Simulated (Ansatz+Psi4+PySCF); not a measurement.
The numbers below are computed, except where a source is named.
## PySCF 2.14.0 run

```python
from pyscf import gto, scf, mp

mol = gto.M(atom="""
O -0.482000 0.578000 0.348100
O 0.574600 -0.049200 -0.402800
O 0.807500 0.371100 0.954700
""", basis='cc-pvtz', charge=0, spin=0)
mf = scf.RHF(mol)
mf.kernel()
pt = mp.MP2(mf, frozen=3).run()
print(mf.e_tot, pt.e_corr, pt.e_tot)
```

The script is written out from the run's settings.

The run gave:

- Converged: yes
- Reference energy: -224.32669 hartree
- Correlation energy: -0.73550 hartree
- Total energy: -225.06219 hartree
- Spin squared of the determinant: 0.000
